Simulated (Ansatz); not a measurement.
System: sum formula HOCl, charge 0, multiplicity 1. 
Structure (B3LYP-D3(BJ)/def2-TZVP (Ansatz, a program for electronic structure) minimum search):
SMILES: ClO
```xyz
3

O      0.0220     1.1044    -0.0012
H     -0.9233     1.3146     0.0160
Cl     0.0439    -0.5970    -0.0004
```

Quantity: vertical triplet-singlet gap (E(triplet) - E(singlet); each state is the SCF solution reached for its spin; for the triplet T1 is 0.056), in kJ/mol. Cores are frozen in the correlated levels unless marked. Open shells are spin-unrestricted. No spin-orbit coupling. Non-relativistic. CBS marks a two-point X^-3 extrapolation of the correlation energy; Hartree-Fock from the larger set. [CCSD(T)-MP2]/basis is that difference in the basis named.

| level | program | vertical triplet-singlet gap (kJ/mol) |
|---|---|---|
| B2PLYP/def2-TZVPD | Ansatz | 300.6 |
| MP2/def2-SVPD | Ansatz | 361.8 |
| MP2/aug-cc-pV(T+d)Z | Ansatz | 361.5 |
| RI-MP2/aug-cc-pV(T+d)Z | Ansatz | 361.4 |
| SCS-MP2/aug-cc-pV(T+d)Z | Ansatz | 378.3 |
| CCSD/CBS(def2-TZVPPD,def2-QZVPPD) | Ansatz | 326.6 |
| CCSD(T)/aug-cc-pV(D+d)Z | Ansatz | 315.6 |
| CCSD(T)/def2-TZVPPD | Ansatz | 320.7 |
| RI-MP2/CBS(def2-TZVPPD,def2-QZVPPD)+[CCSD(T)-MP2]/def2-SVPD | Ansatz | 327.0 |
| CCSD(T)/CBS(def2-TZVPPD,def2-QZVPPD) | Ansatz | 323.9 |
